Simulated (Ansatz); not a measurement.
Job for Ansatz (a program for electronic structure): R-PBE0/def2-TZVPPD on CH4 (SMILES C) with ghost functions. Files ending in .json are basis or fitting sets from the Basis Set Exchange.

Ansatz 0.2 input:
```yaml
crystal:
  periodic: [false, false, false]
  atoms:
    - {symbol: C, position_ang: [-0.00000000, 0.00000000, 1.81901457]}
    - {symbol: H, position_ang: [0.51274115, 0.88809373, 1.45476743]}
    - {symbol: H, position_ang: [0.51274115, -0.88809373, 1.45476743]}
    - {symbol: H, position_ang: [-1.02548230, 0.00000000, 1.45476743]}
    - {symbol: H, position_ang: [0.00000000, -0.00000000, 2.90722072]}
basis:
  gaussian:
    orbitals: def2-TZVPPD.json
    ghost_atoms:
      - {symbol: C, position_ang: [0.00000000, -0.00000000, -1.81901457]}
      - {symbol: H, position_ang: [-0.00000000, 0.00000000, -2.90722072]}
      - {symbol: H, position_ang: [-0.51274115, 0.88809373, -1.45476743]}
      - {symbol: H, position_ang: [-0.51274115, -0.88809373, -1.45476743]}
      - {symbol: H, position_ang: [1.02548230, -0.00000000, -1.45476743]}
hamiltonian:
  xc: {name: PBE0}
scf: {lower_state_search: off}
```

It printed:

```
WARN ansatz: RAYON_NUM_THREADS=1 ignored (pool sized by the plan → 1); use --threads N
Functional definition: PBE0
these checks for a lower state are left out or cut short: stability, starts, cluster_reference, orbital_swaps, neighbouring_geometries, increment
integrals: 0.06 GiB planned
774 factors; their error is unknown
mean field: 0.77 GiB planned
mean field evaluation 1: about -1096.8598 eV, gradient 4.5e1 eV
mean field evaluation 2: about -1096.1757 eV, gradient 4.5e1 eV
mean field evaluation 4: about -1101.4035 eV, gradient 4.6e-2 eV
mean field evaluation 8: about -1101.3933 eV, gradient 3.0e-3 eV
mean field -1101.39328128 eV, -40.4754565359 hartree, gradient 2.8e-6 eV, S^2 0.000000; 0 other end points of the search recorded, 0 dependent functions left out
reference -1101.39330389 eV, -40.4754573668 hartree; 5, 5 occupied and 205, 205 virtual orbitals, 774 factors
Total energy: -1101.39330389 eV, -40.4754573668 hartree
Checks for a lower state left out: stability, starts, cluster_reference, orbital_swaps, neighbouring_geometries, increment
```

Self-consistency was reached.

Cost: around 1.9 core-seconds (rough).
